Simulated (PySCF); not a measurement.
Dipole moment and polarisability of `CC(C)=P`

Species: C₃H₇P.
Geometry (GFN2-xTB, Å), atoms numbered from 1 in this order:
```xyz
11
C3H7P angstrom
C      1.3963   -0.2744    0.1901
C      0.0814    0.3527   -0.1508
C     -1.1164   -0.4872    0.1503
P      0.0494    1.8947   -0.8206
H      1.4394   -0.5121    1.2543
H      1.5247   -1.2087   -0.3589
H      2.2237    0.3893   -0.0527
H     -2.0447    0.0154   -0.1129
H     -1.1424   -0.7345    1.2130
H     -1.0610   -1.4278   -0.4003
H     -1.3450    1.9952   -0.9375
```

Level: CAM-B3LYP/def2-SVPD (PySCF), static field, nuclei fixed, core orbitals frozen in the response. The polarisability tensor in these axes (au):

```
x    62.60  -1.93   1.55
y    -1.93  78.61 -12.95
z     1.55 -12.95  54.64
```

**Question.** What are the eigenvalues, a third of the trace, and Δα (Δα² = ½Σ(αi − αj)² over the three pairs)?

**Answer.** Principal values 48.95, 62.37 and 84.53 au; mean 65.28 au = 9.67 Å³ = 10.76 × 10⁻⁴⁰ C²·m²/J; Δα = 31.12 au (48 % of the mean).

**Question.** What is the dipole moment, and where does it point?

**Answer.** (-0.42, -1.61, 0.67) D, 1.79 D in size, pointing from the negative to the positive side. Measured along this direction, the outermost atoms are P4 at the negative end and H9 and H10 at the positive end.

**Question.** In a dilute gas of rigid molecules at 250 K, how does the orientational term μ²/3kT compare with the electronic polarisability?

**Answer.** In Gaussian units μ²/3kT = 31.06 Å³ against 9.67 Å³, a ratio of 3.21; the Debye molar polarisation (4π/3)N_A(α + μ²/3kT) is 102.7 cm³/mol, leaving out the vibrational part.

**Question.** Give the principal axes and the span of the nuclei along them.

**Answer.** Largest value along (-0.11, 0.91, -0.40), where the nuclei span 3.46 Å; middle along (0.99, 0.12, 0.00), 4.28 Å; least along (-0.05, 0.40, 0.92), 1.76 Å. The strongest response doesn't lie along the longest of the three spans.

**Question.** Find the Langevin capture rate constant for H3+ (3.023 u) meeting this molecule (74.029 u), k = 2.342 × 10⁻⁹ cm³/s × √(α in Å³ / reduced mass in u).

**Answer.** The reduced mass is 2.90 u, so k = 4.27 × 10⁻⁹ cm³/s. The formula leaves out the permanent dipole, which adds to the capture rate.

**Question.** What would n − 1 = 2πNα be for an ideal gas of these molecules at 350 K and 1 atm, electronic part alone?

**Answer.** N = p/kT = 2.0968 × 10¹⁹ cm⁻³, so n − 1 = 2π × N × 9.67 × 10⁻²⁴ cm³ = 1275 × 10⁻⁶ at long wavelengths.

Geometry: GFN2-xTB; no solvent, vibrations or thermal averaging.
